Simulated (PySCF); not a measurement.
Species, as SMILES: S (H2S).
Geometry (B3LYP-D3(BJ)/def2-TZVP, fixed):
```xyz
3

S      0.0018     0.0003     0.1031
H     -0.0075     0.9678    -0.8277
H     -0.0219    -0.9726    -0.8218
```
Charge 0, spin multiplicity 1.

How fast the isotropic shielding of H2 converges with the basis for several methods (PySCF): deviation from each method's own reference, in ppm. References: HF 30.36 ppm, the value in pcSseg-3; PBE 30.63 ppm, the value in pcSseg-3; PBE0 30.45 ppm, the value in pcSseg-3. All functions are spherical. Core-valence sets carry the plain set on hydrogen. No added dispersion term, no relativity. GIAO; atoms are numbered in the order shown.

```csv
basis,functions,HF,PBE,PBE0
6-31G,17,2.38,[?],1.95
6-31G*,22,1.30,[?],0.98
pcseg-1,28,0.28,[?],0.17
aug-cc-pV(D+d)Z,50,0.33,[?],0.33
pcSseg-2,71,0.05,[?],0.00
pcSseg-3,142,0.00,[?],0.00
def2-QZVPPD,145,0.06,[?],0.06
cc-pCVQZ,169,0.05,[?],0.04
```

Question: Complete the blanks.

Answer: 
- 6-31G, PBE: 1.81
- 6-31G*, PBE: 0.89
- pcseg-1, PBE: 0.15
- aug-cc-pV(D+d)Z, PBE: 0.35
- pcSseg-2, PBE: -0.01
- pcSseg-3, PBE: 0.00
- def2-QZVPPD, PBE: 0.07
- cc-pCVQZ, PBE: 0.05
